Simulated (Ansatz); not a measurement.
A run of Ansatz (development build ahead of 0.2.0) on singlet NO2(-) at this shape:

```xyz
3

N     0.0191    0.0224   -0.4971
O    -0.0070    1.1057    0.2215
O    -0.0130   -1.0765    0.1540
```

Its results:

```yaml
Converged: yes
Reference_energy: -204.06826 hartree
Correlation_energy: -0.54627 hartree
Total_energy: -204.61453 hartree
Spin_squared_of_the_determinant: 0.000
```

**Question.** Which input gives this output? Name the method, the orbitals and the basis set, and write the input.

**Answer.** RHF-MP2 in cc-pVDZ. An unrestricted run that stays on the closed shell gives the same numbers.

```yaml
crystal:
  periodic: [false, false, false]
  atoms:
    - { symbol: "N", position_ang: [0.01907, 0.0224, -0.49707] }
    - { symbol: O, position_ang: [-0.00702, 1.10566, 0.22154] }
    - { symbol: O, position_ang: [-0.01296, -1.07646, 0.15396] }
basis:
  gaussian: { orbitals: cc-pVDZ }
total_charge: -1
hamiltonian:
  xc: hf
correlation:
  method: mp2
  frozen_orbitals: { "N": 1, O: 1 }
```

Caution: no diffuse functions for an anion.
